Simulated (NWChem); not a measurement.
Correlation energy of HN

```
N
H 1 1.0605
```
Charge 0, spin multiplicity 3.

The numbers come from NWChem runs, not from measurements. All single points use one geometry, from UPBE/def2-SVP, a minimum by its harmonic frequencies.

Basis set: cc-pVQZ. Each correlation energy counts from its own Hartree-Fock reference.

The correlated methods keep 1 core orbital frozen. This spin state was chosen for the runs; another may lie lower. The structure started from a generated list of species. The unpaired electrons of the parent sit in orbitals of symmetry b1 and b2 (C2v labels of the run); other states weren't searched. No SCF solution was tested for a lower state. Open-shell Hartree-Fock references start from PBE0 orbitals. No row is a measurement; the coupled-cluster row has its own basis-set and correlation limits.

Task: For the correlation energy, UMP2 gives -148.0 mHa and URI-MP2 gives -148.0 mHa. What do CCSD on ROHF, CCSD(T) on ROHF give?

Result: CCSD on ROHF: -173.2 mHa; CCSD(T) on ROHF: -178.2 mHa.
